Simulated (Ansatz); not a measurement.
# PH₂+ (singlet): wave-function methods side by side at angle H2–P1–H3 = 103.7°, cc-pVDZ

Aim: climb from Hartree-Fock through coupled cluster and multireference methods for PH₂+ (singlet) at one geometry and basis, and see what each rung misses.

Computed with Ansatz 0.2.0, Gaussian basis. Level: cc-pVDZ, core rule «outside noble gas», up to 5 orbitals frozen.

Plan: UHF; CCSD(T) on RHF; CCSD(T) on UHF; BCCD(T) on RHF; CISD; CCSDT(Q) on RHF; CCSDT(Q) on UHF; CCSDTQ on RHF; CASSCF and MRCISD+Q, 2 electrons in 2 orbitals; CASSCF and NEVPT2, 2 electrons in 2 orbitals; CASSCF and MRCISD+Q, 6 electrons in 6 orbitals; CASSCF and NEVPT2, 6 electrons in 6 orbitals; Full CI.

9 further runs of the same task are left out: 7 that didn't finish, 2 set aside as unsound or not needed.

### 1 The system

The geometry derives from a PBE0/def2-TZVP stationary point (not a proven minimum). One angle is set to the value named; bond lengths are kept.

3 atoms, charge 1, spin multiplicity 1.

Atoms are counted from 1 here; the program's logs count them from 0.

Bond lengths: P1–H2 1.429 Å, P1–H3 1.429 Å. Angles: H2–P1–H3 103.7°.

Geometry (Å):

```xyz
3
charge 1, multiplicity 1
P     0.0000   -0.0539    0.0000
H     0.0000    0.8289   -1.1239
H     0.0000    0.8289    1.1239
```

### 2 UHF

File in.yaml:

```yaml
crystal:
  periodic: [false, false, false]
  atoms:
    - {symbol: P, position_ang: [0.000000, -0.053947, 0.000000]}
    - {symbol: H, position_ang: [0.000000, 0.828895, -1.123907]}
    - {symbol: H, position_ang: [0.000000, 0.828893, 1.123908]}
basis:
  gaussian: {orbitals: cc-pVDZ}
total_charge: 1
magnetization: {spin_polarized: true, initial_magnetization: 0}
hamiltonian: {xc: hf}
output: {orbitals: {seedname: orbitals}}
```

The run is started by

```sh
ansatz run in.yaml --threads 1 --pin off --events-out ev --progress --plain --max-ram 2393MiB
```

Further steps of the session: CCSD(T) on RHF; CCSD(T) on UHF; BCCD(T) on RHF; CISD; CCSDT(Q) on RHF; CCSDT(Q) on UHF; CCSDTQ on RHF; CASSCF and MRCISD+Q, 2 electrons in 2 orbitals; CASSCF and NEVPT2, 2 electrons in 2 orbitals; CASSCF and MRCISD+Q, 6 electrons in 6 orbitals; CASSCF and NEVPT2, 6 electrons in 6 orbitals; Full CI.

**Question.** What will the summary of the whole plan be? Wanted: FCI below the RHF energy; RMP2 from FCI; UMP2 from FCI; RCCSD from FCI; RCCSD(T) from FCI; UCCSD(T) from FCI; RCCSDT(Q) from FCI; UCCSDT(Q) from FCI; NEVPT2 pair from FCI.

The runs gave:

```
                         quantity                                                                                         value
         FCI below the RHF energy                                                                                    -3.5117 eV
                    RMP2 from FCI                                                                                    +892.6 meV
                    UMP2 from FCI                                                                                    +989.4 meV
                   RCCSD from FCI                                                                                     +88.1 meV
                RCCSD(T) from FCI                                                                                     +20.9 meV
                UCCSD(T) from FCI                                                                                     +34.6 meV
               RCCSDT(Q) from FCI                                                                                      +0.8 meV
               UCCSDT(Q) from FCI                                                                                      +1.8 meV
             NEVPT2 pair from FCI                                                                                    +784.4 meV
          NEVPT2 valence from FCI                                                                                    +580.8 meV
        MRCISD+Q valence from FCI                                                                                      +6.4 meV
levels within 1 kcal/mol (43 meV)  RCCSD(T), UCCSD(T), BCCD(T), RCCSDT, UCCSDT, RCCSDT(Q), UCCSDT(Q), RCCSDTQ, MRCISD+Q valence
                    T1 diagnostic                                                                                         0.012
   effectively unpaired electrons                                                                                          0.08
```

What this shows: RCCSD(T) lands +20.9 meV from the yardstick (0.6 % of the correlation energy). One determinant dominates. Of the multireference levels listed MRCISD+Q valence comes nearest in total energy (+6.4 meV), which doesn't show that its space is the better one. These misses are within one basis, not against nature.
